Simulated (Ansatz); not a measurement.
# CH4FSi with multiplicity 2: rotation by 120° about the C1–Si2 bond, part 2 of 2

Aim: the minimum-energy path and barrier of the rotation by 120° about the C1–Si2 bond. The ends are relaxed first, then joined by a nudged elastic band. SMILES of the start: C[SiH]F.

Ansatz 0.2.0; UKS PBE-D4/STO-3G.

## Step 8: The band again, with other settings

crystal.atoms is end A as relaxed above, and neb.final_atoms is end B, turned to lie on A. With 5 inner images the band has 7 in all. The start path is listed, through a guess of the saddle.

File input.yaml:

```yaml
crystal:
  periodic: [false, false, false]
  atoms:
    - { symbol: C, position_ang: [-0.641063, 0.388028, -0.302306] }
    - { symbol: Si, position_ang: [0.963495, -0.628464, -0.16192] }
    - { symbol: F, position_ang: [0.651855, -1.836225, 0.946505] }
    - { symbol: H, position_ang: [-1.464615, -0.191228, -0.752293] }
    - { symbol: H, position_ang: [-0.474313, 1.276657, -0.934414] }
    - { symbol: H, position_ang: [-0.981575, 0.742529, 0.687792] }
    - { symbol: H, position_ang: [1.946215, 0.248714, 0.516637] }
magnetization:
  spin_polarized: true
  initial_magnetization: 1
basis:
  gaussian: { orbitals: STO-3G }
hamiltonian:
  xc: pbe
  dispersion: d4
neb:
  order_check: false
  images: 5
  f_tol: 0.2
  max_iterations: 60
  final_atoms:
    - { symbol: C, position_ang: [-0.68896927, 0.34292122, -0.24642791] }
    - { symbol: Si, position_ang: [0.71534651, -0.91487647, 0.02534316] }
    - { symbol: F, position_ang: [0.97333425, -0.97328352, 1.67289858] }
    - { symbol: H, position_ang: [-0.83645638, 0.52010436, -1.32528474] }
    - { symbol: H, position_ang: [-0.45579888, 1.31644136, 0.22244786] }
    - { symbol: H, position_ang: [-1.64930077, -0.00718313, 0.16786964] }
    - { symbol: H, position_ang: [1.94184354, -0.28411283, -0.51684558] }
  initial_path:
    images:
      - { positions_ang: [[-0.641063, 0.388028, -0.302306], [0.963495, -0.628464, -0.16192], [0.651855, -1.836225, 0.946505], [-1.464615, -0.191228, -0.752293], [-0.474313, 1.276657, -0.934414], [-0.981575, 0.742529, 0.687792], [1.946215, 0.248714, 0.516637]] }
      - { positions_ang: [[-0.65784517, 0.38093788, -0.30001533], [0.92528231, -0.65559215, -0.13448433], [0.68168681, -1.68054543, 1.09994716], [-1.3976233, -0.10183327, -0.89253101], [-0.45997421, 1.32291285, -0.75516189], [-1.10189635, 0.58260972, 0.64914733], [2.01036891, 0.1515214, 0.33309907]] }
      - { positions_ang: [[-0.67462735, 0.37384777, -0.29772467], [0.88706962, -0.6827203, -0.10704866], [0.71151862, -1.52486585, 1.25338933], [-1.3306316, -0.01243854, -1.03276902], [-0.44563542, 1.3691687, -0.57590979], [-1.2222177, 0.42269043, 0.61050266], [2.07452281, 0.0543288, 0.14956115]] }
      - { positions_ang: [[-0.69140952, 0.36675765, -0.295434], [0.84885693, -0.70984845, -0.07961299], [0.74135043, -1.36918628, 1.40683149], [-1.26363989, 0.07695618, -1.17300703], [-0.43129663, 1.41542456, -0.39665768], [-1.34253904, 0.26277115, 0.57185799], [2.13867672, -0.0428638, -0.03397678]] }
      - { positions_ang: [[-0.6905961, 0.35881217, -0.27909864], [0.80435346, -0.77819113, -0.04462761], [0.81867837, -1.23721869, 1.49552052], [-1.12124539, 0.22467224, -1.22376626], [-0.43946404, 1.38243016, -0.19028917], [-1.44479295, 0.17278639, 0.4371952], [2.07306566, -0.12328014, -0.19493305]] }
      - { positions_ang: [[-0.68978269, 0.3508667, -0.26276327], [0.75984998, -0.8465338, -0.00964223], [0.89600631, -1.1052511, 1.58420955], [-0.97885088, 0.3723883, -1.2745255], [-0.44763146, 1.34943576, 0.01607935], [-1.54704686, 0.08280163, 0.30253242], [2.0074546, -0.20369649, -0.35588931]] }
      - { positions_ang: [[-0.68896927, 0.34292122, -0.24642791], [0.71534651, -0.91487647, 0.02534316], [0.97333425, -0.97328352, 1.67289858], [-0.83645638, 0.52010436, -1.32528474], [-0.45579888, 1.31644136, 0.22244786], [-1.64930077, -0.00718313, 0.16786964], [1.94184354, -0.28411283, -0.51684558]] }
```

Started as:

```bash
$ ansatz run input.yaml --threads 1 --pin off --max-ram 2048MiB --backend cpu --events-out ev --progress --plain --runs-dir out
```

The program printed, shortened:

```text
Warning: RAYON_NUM_THREADS=1 ignored (pool sized by the plan → 1); use --threads N
[...]
Functional definition: PBE
[...]
315 factors; integrals over basis functions are off by at most 1.0e-5 eV
[...]
mean field -11543.41804125 eV, -424.2127886063 hartree, gradient 1.9e-5 eV, S^2 0.750423; 0 other end points of the search recorded, 0 dependent functions left out
[...]
reference -11543.41805902 eV, -424.2127892592 hartree; 17, 16 occupied and 6, 7 virtual orbitals, 315 factors
315 factors; integrals over basis functions are off by at most 3.1e-5 eV
[...]
mean field -11543.41802348 eV, -424.2127879531 hartree, gradient 1.9e-5 eV, S^2 0.750423; 0 other end points of the search recorded, 0 dependent functions left out
[...]
reference -11543.41804130 eV, -424.2127886080 hartree; 17, 16 occupied and 6, 7 virtual orbitals, 315 factors
[...]
NEB iter   4: max|band force component| = 1.236e-1 eV/Å  barrier→ = 0.0235 eV  barrier← = 0.0234 eV  CI = image 3  Δτ_max = 0.0000 Å  (229 SCF iters)
Total energy: -11543.49539355 eV, -424.2156312508 hartree
Atom 0 at    -0.668142     0.350258    -0.297530 Å, force    -0.009019     0.001693     0.007228 eV/Å
Atom 1 at     0.846152    -0.794864    -0.093745 Å, force     0.004905     0.024550    -0.055040 eV/Å
Atom 2 at     0.739212    -1.412333     1.450894 Å, force     0.000909    -0.016085     0.047072 eV/Å
Atom 3 at    -1.272750     0.093674    -1.184069 Å, force     0.008510    -0.001762     0.003236 eV/Å
Atom 4 at    -0.354482     1.403023    -0.403032 Å, force    -0.001120    -0.002339    -0.000010 eV/Å
Atom 5 at    -1.331909     0.280048     0.582548 Å, force     0.005977     0.001990    -0.007040 eV/Å
Atom 6 at     2.041918     0.080204    -0.055066 Å, force    -0.010162    -0.008047     0.004555 eV/Å
Dipole moment:    -0.012062    -0.046541    -0.097115 e Å
this run last wrote the band of iteration 4 to <dir>
```

Wall time 32 s (1 thread of Arm Neoverse V1, shared host); peak memory 0.096 GiB.

## Step 9: What the band shows

The 5 inner images lie between the fixed ends 0 and 6. Energy is taken from image 0, and the path length is the program's own coordinate along the band.

| image | path (Å) | energy (eV) | dihedral H5–C1–Si2–F3 (°) | band force (eV/Å) |
| --- | --- | --- | --- | --- |
| 0 | 0.000 | 0.0000 | 174 | - |
| 1 | 0.455 | 0.0061 | 154 | 0.062 |
| 2 | 0.909 | 0.0180 | 134 | 0.109 |
| 3* | 1.364 | 0.0235 | 114 | 0.055 |
| 4 | 1.822 | 0.0180 | 94 | 0.124 |
| 5 | 2.279 | 0.0063 | 74 | 0.085 |
| 6 | 2.737 | 0.0000 | 54 | - |

The star marks the climbing image.

image, energy (eV) and a bar:
```
        0      0.000 
        1      0.006 ########
        2      0.018 #######################
        3      0.023 ##############################
        4      0.018 #######################
        5      0.006 ########
        6      0.000
```

## Step 10: Summary of results

What follows sums up all 2 parts.

```
                                quantity                                                     value
                                   end A                                   4 moves, 0.151 eV lower
                                   end B                                   4 moves, 0.146 eV lower
            first band: barrier forwards                                                  0.023 eV
           first band: barrier backwards                                                  0.023 eV
first band: second end relative to first                                                  0.000 eV
               first band: highest image                                     3 of 0 to 6, climbing
             first band: band iterations                                                         5
              imaginary modes at the top                                                  98i cm⁻¹
                             second band  top 0.023 eV above image 0, 4 iterations, 5 inner images
             time, first and second band                                             38 s and 32 s
```

In words: In the first band: the barrier from the first end is 0.023 eV, 0.9 times kT at 300 K. The two ends lie within 1 meV of each other. The listed dihedral goes from 174° at end A through 114° at the highest image to 54° at end B. One imaginary mode, as a first-order saddle point has. The second band's top agrees with the first's to 1 meV, so the changed settings hardly move the height. These are electronic energies, with no zero-point or thermal terms. The basis is very small, so the numbers are rough.
